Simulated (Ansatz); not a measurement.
Two isomers of C3H5N: A = `[C-]#[N+]CC`, B = `C=CN=C`.

Gas-phase electronic energies from Ansatz, PBE0-D4/def2-TZVP geometries. CCSD(T)/CBS adds triple-zeta CCSD(T) − MP2 to the extrapolated MP2 energy (def2 sets, frozen cores). Functionals use def2-TZVPP. B3LYP here is the variant with VWN-RPA as its local correlation; programs differ in this. One conformer a species, not always the lowest.

(1) Which isomer does CCSD(T)/CBS put lower? Give the gap. (Estimate.)

(2) Give E(B) − E(A) in kJ/mol with ωB97M-V, HF/def2-TZVPP, B3LYP, PBE-D4, CCSD/def2-TZVPP, CCSD(T)/def2-TZVPP, B2PLYP. (Best estimate.)

(3) Does the order hold for the free energy at 298.15 K (harmonic terms from PBE0-D4)? (Best estimate.)

Largest T1 diagnostic: 0.012.

Results:

(1) The calculation gave: A, by 22.6 kJ/mol.

(2) Computed: ωB97M-V 30.5, HF/def2-TZVPP 50.6, B3LYP 12.3, PBE-D4 1.3, CCSD/def2-TZVPP 32.0, CCSD(T)/def2-TZVPP 26.4, B2PLYP 21.3. None reverses the order clearly.

(3) Computed: Yes: G(B) − G(A) = +21.5 kJ/mol, for one conformer each.

Leaving LDA and LC-ωPBE aside and taking each functional with its dispersion term where it has one, the values, not all of them listed here, spread over 30.0 kJ/mol, from PBE-D4 to ωB97X-V. LDA lies −8.2 kJ/mol from PBE without D4. At CCSD(T), def2-SVP lies +9.7 kJ/mol from the extrapolated value and def2-TZVPP +3.8 kJ/mol.
